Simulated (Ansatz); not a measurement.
# 2H WS2

The numbers are results of PBE0-D4 in Ansatz (plane waves, PAW), not measurements.

Settings: plane-wave cutoff 500 eV, 12×12×2 k mesh (along the axes of the cell as run), gaussian smearing 0.02 eV, scalar-relativistic PAW data made under PBE.

Cell (relaxed at this level):

WS2 is modelled in the hexagonal space group P6₃/mmc (No. 194), Pearson symbol hP6. Lattice parameters: a = 3.129 Å, b = 3.129 Å, c = 12.155 Å, α = 90.00°, β = 90.00°, γ = 120.00°. W on 2c is surrounded by 6 S at 2.388 Å (trigonal prismatic). S on 4f is coordinated by 3 W at 2.388 Å (trigonal pyramidal). (Neighbours: up to the widest gap in distance over summed covalent radii, below 1.35, at either atom; cation-cation and far metal-metal contacts left out.)

```json
{
  "volume_per_atom": "17.18 Å³/atom",
  "lattice_parameter_a": "3.129 Å",
  "lattice_parameter_c": "12.155 Å"
}
```

Measured, for comparison: lattice constant a 3.153 Å, lattice parameter c 12.323 Å (300 K, no zero-point or thermal correction; as tabulated in arXiv:1605.07067). Computed (rounded) less measured: lattice constant a -0.8 %, lattice parameter c -1.4 %. A static lattice is as a rule a little smaller and stiffer than an uncorrected measurement, which narrows the difference in the lattice constant a, lattice parameter c and would widen misses of the other sign.

Spin–orbit coupling is not included.

The computed numbers hold no vibrational or temperature effects.

Computing time: very roughly 60 core-minutes.

Ansatz is a first-principles code.
